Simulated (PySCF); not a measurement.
# LiO: changing the method

What do other methods print for LiO?

The runs use PySCF 2.14.0; method and basis as typed in the scripts.

3 further runs of the same task are left out: 3 that didn't finish.

## (1) Starting geometry

LiO: 2 atoms, charge 0, spin multiplicity 2.

Bond lengths: Li1–O2 1.753 Å.

## (2) Base script

Contents of input.py:

```python
from pyscf import gto, scf, mp

mol = gto.M(
    atom='Li 0 0 0; O 0 0 1.753',
    basis='aug-cc-pvdz',
    charge=0,
    spin=1,
    verbose=4,
)
mf = scf.UHF(mol)
mf.kernel()
mp.MP2(mf, frozen=1).kernel()
mf.dip_moment()
print('orbital energies (hartree):', [e[max(0, n-3):n+3].round(4) for e, n in zip(mf.mo_energy, mol.nelec)])
```

The run is started by

```
$ python input.py
```

## (3) Mn15 (UKS)

Variant 1 changes functional: none (Hartree–Fock) → mn15; SCF type: UHF → UKS; step after the SCF: mp2 → analyze.

Contents of input.py:

```python
from pyscf import gto, dft

mol = gto.M(
    atom='Li 0 0 0; O 0 0 1.753',
    basis='aug-cc-pvdz',
    charge=0,
    spin=1,
    verbose=4,
)
mf = dft.UKS(mol, xc='mn15')
mf.kernel()
mf.analyze()
print('orbital energies (hartree):', [e[max(0, n-3):n+3].round(4) for e, n in zip(mf.mo_energy, mol.nelec)])
```

## (4) TDHF

Variant 2 changes step after the SCF: mp2 → tddft; number of roots: none → 5.

input.py: that of step 2 with these lines changed.

```diff
@@ -1,2 +1,2 @@
-from pyscf import gto, scf, mp
+from pyscf import gto, scf, tdscf
 
@@ -11,3 +11,6 @@
 mf.kernel()
-mp.MP2(mf, frozen=1).kernel()
+td = tdscf.TDHF(mf)
+td.nstates = 5
+td.kernel()
+td.analyze()
 mf.dip_moment()
```

## (5) Frequency run

Variant 3 changes step after the SCF: mp2 → frequency.

input.py: that of step 2 with these lines changed.

```diff
@@ -1,2 +1,3 @@
-from pyscf import gto, scf, mp
+from pyscf import gto, scf
+from pyscf.hessian import thermo
 
@@ -11,3 +12,4 @@
 mf.kernel()
-mp.MP2(mf, frozen=1).kernel()
+hess = mf.Hessian().kernel()
+print('wavenumber (cm^-1) =', thermo.harmonic_analysis(mol, hess)['freq_wavenumber'].round(1))
 mf.dip_moment()
```

## (6) CCSD(T)

Variant 4 changes step after the SCF: mp2 → ccsd(t).

input.py: that of step 2 with these lines changed.

```diff
@@ -1,2 +1,2 @@
-from pyscf import gto, scf, mp
+from pyscf import gto, scf, cc
 
@@ -11,3 +11,5 @@
 mf.kernel()
-mp.MP2(mf, frozen=1).kernel()
+mycc = cc.CCSD(mf, frozen=1)
+mycc.kernel()
+mycc.ccsd_t()
 mf.dip_moment()
```

## (7) CASCI (ROHF)

Variant 5 changes step after the SCF: mp2 → casci; SCF type: UHF → ROHF; active space: none → 5 electrons in 6 orbitals.

Contents of input.py:

```python
from pyscf import gto, scf, mcscf

mol = gto.M(
    atom='Li 0 0 0; O 0 0 1.753',
    basis='aug-cc-pvdz',
    charge=0,
    spin=1,
    verbose=4,
)
mf = scf.ROHF(mol)
mf.kernel()
mc = mcscf.CASCI(mf, 6, 5)
mc.kernel()
mc.analyze()
mf.dip_moment()
print('orbital energies (hartree):', mf.mo_energy[..., max(0, mol.nelec[1]-3):mol.nelec[0]+3].round(4))
```

What does the calculation give? Wanted: for each run, E(SCF); from base; gap, α spin; SCF dipole; after the SCF.

**Answer**, as computed:

| run | E(SCF) (hartree) | from base (eV) | cycles | gap, α spin (eV) | SCF dipole (D) | after the SCF |
| --- | --- | --- | --- | --- | --- | --- |
| base | -82.293973 | 0 | 10 | 10.52 | 7.10 | MP2 correlation -4.718 eV, core frozen |
| mn15 (UKS) | -82.629925 | not comparable | 10 | 7.01 | 6.86 | n/a |
| TDHF | -82.293973 | 0.0000 | 10 | 10.52 | 7.10 | lowest root found 0.00 eV |
| frequency run | -82.293973 | 0.0000 | 10 | 10.52 | 7.10 | highest mode 740 cm⁻¹ |
| CCSD(T) | -82.293973 | 0.0000 | 10 | 10.52 | 7.10 | CCSD(T) correlation -5.163 eV, core frozen |
| CASCI (ROHF) | -82.289949 | +0.1095 | 12 | n/a | 7.11 | CASCI correlation 0.000 eV (this space leaves nothing to correlate) |

What this shows: On the same reference and core, CCSD(T) gains 5.16 eV in 5.2 s; MP2 reaches 91 % of that in 1.2 s. A lower total energy from another functional means nothing by itself. The dearest run is “TDHF”, at 7.3 s against 1.2 s.
